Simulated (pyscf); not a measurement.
`[CH3][Al]([CH3])[CH3]` + `[CH3]` [doublet] -> `[CH3][CH3]` + `[CH3][Al][CH3]` [doublet], a substitution at C (doublet surface; Al–C broken, C–C formed). PySCF, gas phase, ωB97X-D3(BJ)/def2-SVP geometries. Energies in kJ/mol from the separated reactants.

Small-basis levels: PySCF, no dispersion term, spherical d functions. AM1 to PM7: differences of heats of formation from MOPAC, which are fitted to 298 K values and so differ in kind from electronic energies by zero-point and thermal terms. GFN2-xTB: tblite. Open shells are spin-unrestricted. 

| level | barrier | reaction energy |
|---|---|---|
| HF/STO-3G | 301.2 | +46.3 |
| HF/3-21G | ___ | -21.9 |
| BP86/6-31G* | 93.8 | -77.3 |
| PBE/6-31G* | 86.0 | -82.4 |
| B3LYP/6-31G* | 128.3 | -67.9 |
| B3LYP/6-311+G** | 134.5 | -52.6 |
| B3LYP/def2-SVP | 131.5 | -59.1 |
| GFN2-xTB | 76.0 | -105.0 |
| AM1 | ___ | -41.2 |
| ωB97M-D3(BJ)/def2-TZVP | ___ | -42.9 |

Complete the blanks.


- HF/3-21G, barrier: 221.8
- AM1, barrier: 139.0
- ωB97M-D3(BJ)/def2-TZVP, barrier: 147.4

Against the last row the barrier runs from -71.4 (GFN2-xTB) to +153.8 kJ/mol (HF/STO-3G). ωB97M-D3(BJ)/def2-TZVP has limits of its own. One saddle was located; it need not be the lowest between these sides. The angle at the attacked C is 156°.
